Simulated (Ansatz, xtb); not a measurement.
System: C4H5, net charge 0, doublet state. It need not be the lowest isomer of its formula. SMILES: [CH]1[C@@H]2C[C@H]12
Structure (B3LYP-D3(BJ)/def2-TZVP (Ansatz, a program for electronic structure) minimum search):
```
C
H 1 1.0800
C 1 1.4541 2 129.43
H 3 1.0820 1 125.05 2 3.66
C 3 1.4541 4 125.05 1 81.77
H 5 1.0800 3 129.43 4 -3.66
C 1 1.4962 2 126.14 3 -149.89
H 7 1.0852 1 117.05 2 6.32
H 7 1.0866 8 114.57 1 144.21
```
Charge 0, spin multiplicity 2.

Harmonic wavenumbers from GFN2-xTB (xtb, at its own minimum), cm⁻¹: 441, 732, 770, 835, 854, 875, 936, 962, 1008, 1077, 1091, 1101, 1160, 1304, 1415, 1478, 3035, 3040, 3075, 3089, 3102.

Question: Give the harmonic wavenumbers at B3LYP-D3(BJ)/def2-TZVP (Ansatz, finite differences of forces, unscaled).

Answer: 468, 706, 739, 798, 858, 873, 942, 1001, 1051, 1115, 1140, 1175, 1213, 1262, 1363, 1508, 3082, 3165, 3179, 3197, 3211 cm⁻¹. Zero-point energy 45.8 kcal/mol.

Question: From these and the geometry, give the ideal-gas thermochemistry at 298.15 K and 1 atm (rigid rotor, harmonic oscillator).

Answer: Point group Cs, rotational symmetry number 1. Rotational constants 18.9, 10.3, 8.474 GHz. S(trans) 37.83, S(rot) 22.79, S(vib) 2.38, S(elec, spin only) 1.38, S 64.4 cal/(mol K). H(298) - H(0) 2.92 kcal/mol; G - E(el) 29.5 kcal/mol.
